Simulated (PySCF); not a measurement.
**Two-dimensional NMR puzzle**

Compound of formula C$_{5}$H$_{8}$O. Correlations simulated from computed shifts and the bond graph:

HSQC (one-bond C–H):
```csv
δH,δC
2.31,34.6
1.71,21.9
1.04,14.2
0.81,14.2
```

COSY cross peaks (H two or three bonds apart, from the bond graph; peaks can be absent where the dihedral angle is near 90°):
```csv
δH,δH
1.71,1.04
1.71,0.81
1.04,0.81
```

HMBC (two and three bonds, from the bond graph):
```csv
δH,δC
2.31,"212.9, 21.9"
1.71,"212.9, 34.6, 14.2"
1.04,"212.9, 21.9, 14.2"
0.81,"212.9, 21.9, 14.2"
```

Carbons without hydrogens: δ 212.9.

Computational details: coordinates at the GFN2-xTB level, shielding tensors at PBE0/pcSseg-1 (GIAO), in PySCF 2.14.0 with density-fitted response routines (a single conformation, relativity neglected, no solvent, fast rotation and ring inversion assumed for equivalent nuclei).

Shifts are taken against calculated references (same method and geometry level): TMS for 1H, 13C.

Exchangeable hydrogens are left out of these lists.

**Question.** Assemble the structure.

**Answer.** SMILES CC(=O)C1CC1.

Atom-mapped SMILES (the numbers label the heavy atoms): `[CH3:1][C:2](=[O:3])[CH:4]1[CH2:5][CH2:6]1`. Hydrogens are named by the atom that carries them. Ha(C5), Ha(C6) are cis to C2 on the ring; Hb(C5), Hb(C6) are trans to C2 on the ring.

δC 212.9 is C2, a ketone carbonyl carbon. δC 34.6 is C1, a methyl carbon α to a carbonyl (δH 2.31). δC 21.9 is C4, a three-membered-ring carbon (δH 1.71). δC 14.2 is C5/C6, a three-membered-ring carbon (δH 1.04, 0.81). HMBC from δH 2.31 reaches the proton-free carbon C2. HMBC from δH 1.71 reaches the proton-free carbon C2. HMBC from δH 1.04 reaches the proton-free carbon C2. HMBC from δH 0.81 reaches the proton-free carbon C2. COSY links 1.71–1.04, 1.71–0.81, 1.04–0.81.

The data come from this structure; uniqueness wasn't tested.

Shifts are as computed. Against solution values, carbons near 30 ppm lie about +3 ppm off and those near 130 ppm about +5 ppm. Of 1211 compounds with measured shifts, 218 miss one by over three times the rms of a fit or turn the order of signals round; such compounds aren't used in these exercises.
